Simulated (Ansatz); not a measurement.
**MgHS radical: how energies converge with the basis set**

The task here is to estimate one member of a computed series from the others.

Program: Ansatz 0.2.0, Gaussian basis. Level of theory: one geometry, several basis sets. These are calculated values, not measurements.

The runs, in order: PBE0-D4/def2-SVP; ωB97M-V/def2-SVP; PBE0-D4/def2-QZVPP; ωB97M-V/def2-QZVPP; the functionals' def2-TZVPP values are taken from earlier runs.

### Structure used throughout

The geometry comes from an earlier relaxation with PBE0-D4 in a triple-zeta def2 set; it is a stationary point.

SMILES `[Mg][SH]`, 3 atoms, charge 0, spin multiplicity 2.

Atoms are counted from 1 here; the program's logs count them from 0.

Bond lengths: Mg1–S2 2.325 Å, S2–H3 1.346 Å. Angles: Mg1–S2–H3 91.4°.

Set-up of the first run:

Input file in.yaml:

```yaml
crystal:
  periodic: [false, false, false]
  atoms:
    - {symbol: Mg, position_ang: [1.366136, -0.566428, 0.678314]}
    - {symbol: S, position_ang: [-0.680632, -0.418390, -0.415216]}
    - {symbol: H, position_ang: [-0.696405, 0.920117, -0.276397]}
basis:
  gaussian: {orbitals: def2-SVP}
magnetization: {spin_polarized: true, initial_magnetization: 1}
hamiltonian: {xc: pbe0, dispersion: d4}
output: {orbitals: {seedname: orbitals}}
```

Among the steps run: PBE0-D4 in def2-SVP; ωB97M-V in def2-SVP; PBE0-D4 in def2-QZVPP; ωB97M-V in def2-QZVPP.

One of the session's tables, all rows but one given; the rest of the session is left out.

It belongs to the step «Functionals by basis». 

```
functional       basis  HOMO (eV)  LUMO (eV)
   PBE0-D4    def2-SVP      -5.38      -2.64
   PBE0-D4  def2-TZVPP      -5.41      -2.65
   PBE0-D4  def2-QZVPP      -5.41      -2.65
   ωB97M-V    def2-SVP      -6.88      -1.37
   ωB97M-V  def2-TZVPP      -6.93      -1.32
   ωB97M-V  def2-QZVPP          ?          ?
```

Estimate the missing values for ωB97M-V, def2-QZVPP.

**Answer.** HOMO (eV): -6.95; LUMO (eV): -1.30. In the column «HOMO (eV)» it is the lowest.
